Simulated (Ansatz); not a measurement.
Elastic constant C13 (GPa) of solids drawn from the class of elemental solids other than molecular ones, at two levels: LDA in Ansatz (PAW), and PBEsol (plane waves, PAW; Ansatz, an electronic-structure program).

```csv
solid,LDA,PBEsol
hcp Hf,81.1,72.6
hcp Ru,202,?
white tin (β-Sn),38.1,35.1
hcp Zr,81.2,72.4
double-hcp La,9.32,8.46
hcp Tl,36.7,30.5
hcp Lu,28.7,23.9
hcp Os,246,234
```

Task: Estimate the withheld PBEsol value from the other rows.

Result: One way: carry over the typical ratio. The ratios PBEsol / LDA of the other rows, in order: 0.831, 0.833, 0.892, 0.895, 0.908, 0.921, 0.951; median 0.895. hcp Ru: 202 × 0.895 = 181 GPa; the run gives 188 GPa. The ratios spread from 0.831 to 0.951, so such an estimate is rough.

Over all 8 rows PBEsol is the larger in 0.

Ansatz's runs of these crystals have no spin polarisation.

Spin–orbit coupling is left out, also for the solids with elements from indium on (hcp Hf, white tin (β-Sn), double-hcp La, hcp Tl, hcp Lu, hcp Os); its size isn't shown.

Each level is taken at its own relaxed cell. Ansatz's density-functional and Hartree–Fock values are scalar-relativistic unless marked +SOC, with PAW data made under PBE.
